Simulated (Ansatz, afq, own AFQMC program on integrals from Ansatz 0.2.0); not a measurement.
AFQMC on a folder of integrals that Ansatz 0.2.0 wrote.

```yaml
crystal:
  periodic: [false, false, false]
  atoms:
    - {symbol: B, position_ang: [0.000000, 0.000000, 0.000000]}
    - {symbol: B, position_ang: [0.000000, 0.000000, 1.640578]}
basis:
  gaussian: {orbitals: cc-pVDZ}
magnetization: {spin_polarized: true, initial_magnetization: 2}
correlation: {method: ccsd_t, electrons: outside_noble_gas, hamiltonian_folder: ham}
```

```sh
$ ansatz run in.yaml --threads 1 --pin off --events-out ev --progress --plain --max-ram 16896MiB --backend cuda --devices 0, --max-vram 18GiB
```

afq runs on the folder ham with

```
--method free --trial mp1 --walkers 20 --time-step 0.05 --max-blocks 30 --target-error 0.00058 --factor-cut 1e-05 --seed 9313 --times 0.0,0.2,0.4,0.8,1.2 --taylor-order 6
```

Times are imaginary, in 1/Eh. The walk had a cap of 60 s.

Output of the walk:

```
orbitals 26  electrons 4 2  factors 184 of 266
reference energy -49.13976263 Eh
CCSD correlation -0.11748982 Eh in 20 cycles, weight of the determinant in the CISD state 0.7842
repeat  energy at the last time / Eh  error
    10  -49.265953  0.001501
    20  -49.264563  0.001056
    30  -49.264097  0.000990
time / (1/Eh)  energy / Eh  error  mean overlap
  0.00  -49.257473  0.000707  1.0790
  0.20  -49.258482  0.000726  1.0976
  0.40  -49.260244  0.000838  1.0906
  0.80  -49.262528  0.000926  1.0744
  1.20  -49.264097  0.000990  1.0690
energy -49.264097 +/- 0.000990 Eh
```

The run passed its tests (error under three times the target), which doesn't prove that it has relaxed.

Against this walk (error 26.9 meV) on the same determinant: CCSD(T) 50.1 meV lower (within the noise), CCSDT(Q) 294.8 meV lower, CCSDTQ 283.0 meV lower, full CI 286.4 meV lower. The error is statistical, and a free projection of finite length keeps a remainder of its start. The determinant has ⟨S²⟩ = 2.89, so the low cluster orders mix in higher spin, and so can this walk. The projection is still falling at its last time (meV from the last point: 180 ± 19 at 0.00, 153 ± 20 at 0.20, 105 ± 23 at 0.40, 43 ± 25 at 0.80, 0 ± 27 at 1.20), so its energy is a cut-off value, and the gaps above aren't errors of the other methods. Full CI is exact here, so the walk's 286 meV above it is the walk's own error: what remains of the start. The determinant is a poor start (see the cautions), so the low cluster orders aren't to be relied on, and full CI is the sure value.

Cautions: remainder of the start not in the error; start is not spin pure; error above the target (26.9 against 15.8 meV); strong correlation (T1 0.083, weight of the determinant 0.78, largest double 0.18); (T) is large, 7 % of the CCSD correlation; unrestricted determinant spin contaminated (⟨S²⟩ 2.89 against 2.00); CCSD(T) is in doubt: in a space of 6 electrons in 9 natural orbitals full CI lies 139 meV below it; so few walkers bias the energy; the time-step error isn't removed.

The walk took 1.6 s on 1 × NVIDIA H100 80GB HBM3 with 2 threads of AMD EPYC 7R13 Processor (Zen 3), with other jobs on the host (the card was shared). The log's last line is the free-projection energy.

CCSDT and higher add their correlation energy to the determinant of the CCSD(T) run, since their own runs factorise the integrals more tightly (a shift of under 2 meV).
